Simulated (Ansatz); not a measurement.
# SiN2+ (quartet): from Hartree-Fock to the top rungs, def2-TZVPP

One table from this session's results is given with a row withheld; the runs are named, their logs left out.

The runs use Ansatz 0.2.0, Gaussian basis; def2-TZVPP, core rule «outside noble gas», up to 7 orbitals frozen.

To be run: UHF; ROHF; CCSD(T) on UHF.

2 further runs of the same task are left out: 2 set aside as unsound or not needed.

### What is computed

The geometry is a PBE0/def2-TZVP stationary point (not a proven minimum) of the parent state, kept for this charge and spin.

3 atoms, charge 1, spin multiplicity 4.

Atoms are counted from 1 here; the program's logs count them from 0.

Bond lengths: N1–N2 1.137 Å, N2–Si3 1.741 Å. Angles: N1–N2–Si3 180.0°.

Set-up of the first run:

Input file in.yaml:

```yaml
crystal:
  periodic: [false, false, false]
  atoms:
    - {symbol: N, position_ang: [0.000000, 0.000000, -1.338000]}
    - {symbol: N, position_ang: [0.000000, 0.000000, -0.201300]}
    - {symbol: Si, position_ang: [0.000000, 0.000000, 1.539300]}
basis:
  gaussian: {orbitals: def2-TZVPP}
total_charge: 1
magnetization: {spin_polarized: true, initial_magnetization: 3}
hamiltonian: {xc: hf}
output: {orbitals: {seedname: orbitals}}
```

The run is started by

```bash
$ ansatz run in.yaml --threads 1 --pin off --events-out ev --progress --plain --max-ram 3968MiB --backend cpu
```

Steps of the session up to this table: UHF; ROHF; CCSD(T) on UHF.

One of the session's tables, all rows but one given; the rest of the session is left out.

```
  method  from UCCSD(T) (kJ/mol)
    ROHF                 +1171.6
     UHF                       ?
    UMP2                  +146.8
   UCCSD                   +58.6
UCCSD(T)                       0
```

Q: Estimate the row for UHF from the others.

As computed: from UCCSD(T) (kJ/mol): +1136.4. In the column «from UCCSD(T) (kJ/mol)» it lies between UMP2 (+146.8) and ROHF (+1171.6).
